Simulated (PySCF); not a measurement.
**H3NO (hydroxylamine) at M06-2X/STO-6G**

What is the vertical ionisation energy of H3NO (hydroxylamine) at M06-2X/STO-6G? The job is set up through a Python script.

Program for the calculation: PySCF 2.14.0.

10 further runs of the same task are left out: 2 that didn't finish, 8 set aside as unsound or not needed.

## (1) Starting point

H3NO: 5 atoms, total charge 0, spin state singlet. As SMILES, `NO`. The coordinates come from a GFN2-xTB relaxation. This is one conformer, not always the lowest.

Bond lengths: N1–O2 1.432 Å, N1–H3 1.020 Å, N1–H4 1.020 Å, O2–H5 0.966 Å. Angles: N1–O2–H5 105.0°, O2–N1–H3 105.6°, O2–N1–H4 105.6°, H3–N1–H4 107.4°.

## (2) The energy at M06-2X/STO-6G

mol.xyz reads:

```xyz
5

N     -0.178910    -0.366440    -0.312920
O      0.371730     0.674250     0.501760
H     -0.161770    -1.206140     0.265260
H     -1.156690    -0.114310    -0.454620
H      1.125640     1.012630     0.000530
```

job.py reads:

```python
# hydroxylamine
from pyscf import gto, dft

mol = gto.M(
    atom='mol.xyz',
    verbose=3,
    max_memory=1860,
    basis='sto-6g',
    charge=0,
)

calc0 = dft.RKS(mol, xc='m06-2x')
calc0.conv_tol = 1e-10
calc0.grids.level = 5
calc0.kernel()
if not calc0.converged:
    calc0 = calc0.newton().run(calc0.mo_coeff, calc0.mo_occ)

etot = calc0.e_tot
print('E(%s) = %.9f' % ('M06-2X', etot))
```

Command:

```console
$ OMP_NUM_THREADS=1 python job.py
```

Output:

```text
converged SCF energy = -131.123141654612
E(M06-2X) = -131.123141655
```

It took 3.3 s on 1 thread of Arm Neoverse V1, shared host; peak memory 0.18 GiB.

## (3) The doublet cation at the same level

calc.py reads:

```python
from pyscf import gto, dft

mol = gto.Mole()
mol.atom = '''
N     -0.178910    -0.366440    -0.312920
O      0.371730     0.674250     0.501760
H     -0.161770    -1.206140     0.265260
H     -1.156690    -0.114310    -0.454620
H      1.125640     1.012630     0.000530
'''
mol.verbose = 3
mol.spin = 1
mol.basis = 'sto-6g'
mol.charge = 1
mol.max_memory = 1860
mol.build()

calc0 = dft.UKS(mol, xc='m06-2x')
calc0.conv_tol = 1e-10
calc0.grids.level = 5
calc0.kernel()
if not calc0.converged:
    calc0 = calc0.newton().run(calc0.mo_coeff, calc0.mo_occ)

energy = calc0.e_tot
print('E(%s) = %.9f' % ('M06-2X', energy))
```

Command:

```console
$ OMP_NUM_THREADS=1 python calc.py
```

Output:

```text
WARN: HOMO -0.253510384557949 >= LUMO -0.25351038455795

converged SCF energy = -130.811687954455  <S^2> = 0.75370281  2S+1 = 2.0036994
E(M06-2X) = -130.811687954
```

Wall time 7.2 s (1 thread of Arm Neoverse V1, shared host); peak memory 0.19 GiB.

## (4) What came out

Level: M06-2X/STO-6G.

```
                                          quantity          value
                        singlet H3NO: total energy  -131.12314 Eh
                       singlet H3NO: dipole moment         0.38 D
                         singlet H3NO: HOMO energy       -5.84 eV
                         singlet H3NO: LUMO energy        9.30 eV
                       singlet H3NO: HOMO–LUMO gap       15.14 eV
                      doublet cation: total energy  -130.81169 Eh
doublet cation: HOMO energy (highest over α and β)      -17.31 eV
 doublet cation: LUMO energy (lowest over α and β)      -11.09 eV
                              doublet cation: ⟨S²⟩          0.754
vertical ionisation energy (to the doublet cation)       8.475 eV
```

What this shows: The vertical ionisation energy comes to 8.48 eV (818 kJ/mol). The negative HOMO energy of the first species, 5.84 eV, lies 2.63 eV below that difference. In a minimal basis such a difference can be off by several eV, whatever the method. Mulliken charges (singlet H3NO) run from -0.34 on N1 to +0.22 on H5. Mulliken charges (doublet cation) run from -0.07 on N1 to +0.38 on H5.
